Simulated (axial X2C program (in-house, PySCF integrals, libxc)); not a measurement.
# Estimating the spin–orbit splitting of the π levels of MgF⁻

Calculated with an axial X2C code built on PySCF integrals. Spin-free means the one-electron spin-free X2C Hamiltonian; two-component (2c) means X2C with spin–orbit coupling and atomic mean-field two-electron Coulomb and Gaunt terms, so the difference of the two also holds small scalar two-electron terms. Basis: Mg dyall-av3z [10s9p6d4f], F dyall-av3z [7s6p3d2f] (cores contracted in-house); Gaussian nuclei, density fitting, unrestricted open shells. Masses: Mg 23.985 u, F 18.998 u.

Hartree–Fock at 1.826 Å, closed shell. Valence p splittings ε(p3/2) − ε(p1/2) of spherical Dirac–Hartree–Fock atoms with fractionally filled p shells: F 2p 0.072 eV.

```csv
"filled π level (eV), spin-free",Mg p share,F p share
-9.84,< 0.02,0.92
```

Question: In first order a p shell splits by 3ζ/2 and a π orbital by ζ. Estimate the splitting of each π level from the shares.

Answer: level -9.84 eV: (2/3) × (0.92 × 0.072) = 0.04 eV.

The two-component Hartree–Fock calculation gives:

```
ε(ω = 1/2) (eV)  σ share of it  ε(ω = 3/2) (eV)  splitting (eV)  estimate (eV)
         -9.859           0.00           -9.814            0.04           0.04
```

The estimate leaves out the mixing of π1/2 with σ1/2 levels, which pushes the ω = 1/2 spinor up or down, the d and f parts of the orbital, small shares of the strongly split outer-core p shell of a metal, the Gaunt term (absent from the atomic values), and the change of the atomic p orbitals with charge; Löwdin shares depend on the basis.
